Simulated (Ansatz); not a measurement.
**SiH₄ + C₂H₄: a complex and its separated parts**

Aim: how far the complex at one end of a reaction step lies below its separated, relaxed parts, level by level.

Program: Ansatz 0.2.0, Gaussian basis. Level of theory: PBE0-D4/def2-TZVP structures, single points in def2-TZVPP, no counterpoise correction. These are calculated values, not measurements.

Levels: SPW92, PBE-D4, BLYP-D4, r2SCAN-D4, B97M-V, PBE0-D4, B3LYP-D4, r2SCAN0-D4, BHLYP-D4, CAM-B3LYP-D4, wB97X-V, wB97M-V, B2PLYP, PBE-QIDH, RPA on PBE, Hartree-Fock, MP2, CCSD, CCSD(T).

Cores are frozen in the correlated methods. B3LYP uses VWN-RPA correlation. B2PLYP carries no dispersion term here.

56 further runs of the same task are left out: 56 set aside as unsound or not needed.

## (1) Starting geometry

The complex: 11 atoms, charge 0, spin multiplicity 1.

Atoms are counted from 1 here; the program's logs count them from 0.

Bond lengths: Si1–H4 1.484 Å, Si1–H5 1.487 Å, Si1–H6 1.484 Å, Si1–H7 1.484 Å, C2–C3 1.323 Å, C2–H8 1.085 Å, C2–H9 1.085 Å, C3–H10 1.085 Å, C3–H11 1.085 Å. Angles: H4–Si1–H5 109.1°, H4–Si1–H6 109.8°, H4–Si1–H7 109.8°, H5–Si1–H6 109.0°, H5–Si1–H7 109.0°, H6–Si1–H7 110.0°, C3–C2–H8 121.7°, C3–C2–H9 121.7°, H8–C2–H9 116.7°, C2–C3–H10 121.7°, C2–C3–H11 121.7°, H10–C3–H11 116.7°.

Geometry (Å):

```xyz
11

Si    0.4251    1.9413    0.0161
C    -0.0057   -1.7165    0.5409
C    -0.7051   -1.5311   -0.5673
H    -0.4291    1.6380   -1.1590
H     0.7414    3.3944    0.0250
H    -0.2960    1.5953    1.2659
H     1.6905    1.1709   -0.0687
H    -0.4611   -1.6347    1.5219
H     1.0518   -1.9561    0.5134
H    -1.7623   -1.2900   -0.5400
H    -0.2495   -1.6115   -1.5484
```

Its parts: SiH₄ holds atoms 1, 4, 5, 6, 7; C₂H₄ holds atoms 2, 3, 8, 9, 10, 11. Each part counts its atoms afresh in its own runs.

## (2) Relaxing SiH₄ alone

The input, relax-a/in.yaml:

```yaml
crystal:
  periodic: [false, false, false]
  atoms:
    - {symbol: Si, position_ang: [0.425116, 1.941315, 0.016114]}
    - {symbol: H, position_ang: [-0.429110, 1.638036, -1.159035]}
    - {symbol: H, position_ang: [0.741430, 3.394443, 0.024954]}
    - {symbol: H, position_ang: [-0.296047, 1.595256, 1.265929]}
    - {symbol: H, position_ang: [1.690498, 1.170932, -0.068663]}
basis:
  gaussian: {orbitals: def2-TZVP}
hamiltonian: {xc: pbe0, dispersion: d4}
relax: {f_tol: 0.005, max_steps: 200}
```

On the command line:

```console
ansatz run in.yaml --threads 2 --pin off --events-out ev --progress --plain --max-ram 4352MiB
```

The runs that follow: Relaxing C₂H₄ alone; SPW92/def2-TZVPP; PBE-D4/def2-TZVPP; BLYP-D4/def2-TZVPP; r2SCAN-D4/def2-TZVPP; B97M-V/def2-TZVPP; PBE0-D4/def2-TZVPP; B3LYP-D4/def2-TZVPP; r2SCAN0-D4/def2-TZVPP; BHLYP-D4/def2-TZVPP; CAM-B3LYP-D4/def2-TZVPP; wB97X-V/def2-TZVPP; wB97M-V/def2-TZVPP; B2PLYP/def2-TZVPP; PBE-QIDH/def2-TZVPP; RPA on PBE/def2-TZVPP; CCSD(T)/def2-TZVPP; Vibrations of SiH₄; Vibrations of C₂H₄.

**Question.** What will these runs give? Wanted: complex less parts, CCSD(T)/def2-TZVPP; with zero-point energy; largest T1 diagnostic.

**Answer**, as computed:

```
                              quantity        value
complex less parts, CCSD(T)/def2-TZVPP  -4.9 kJ/mol
                with zero-point energy  -1.9 kJ/mol
                 largest T1 diagnostic        0.011
```

What this shows: At CCSD(T) the complex lies 4.9 kJ/mol below its parts. The functionals run from BLYP-D4, off by -0.8 kJ/mol, to SPW92, off by -4.6 kJ/mol, against CCSD(T). By rung, the mean size of the error is: LDA 4.6, GGA 1.5, meta-GGA 1.1, hybrid 1.5, range-separated hybrid 1.0, double hybrid 2.6 kJ/mol. PBE-D4 gives a relative energy 2.2 kJ/mol too low, an error of 45 % of the reference. The complex's frequency run has imaginary modes: the structure is no minimum, so both the energy and the zero-point correction are in doubt. No counterpoise was applied, and triple zeta lacks some correlation, so the CCSD(T) reference has a basis error of its own, and close matches with it are partly luck.
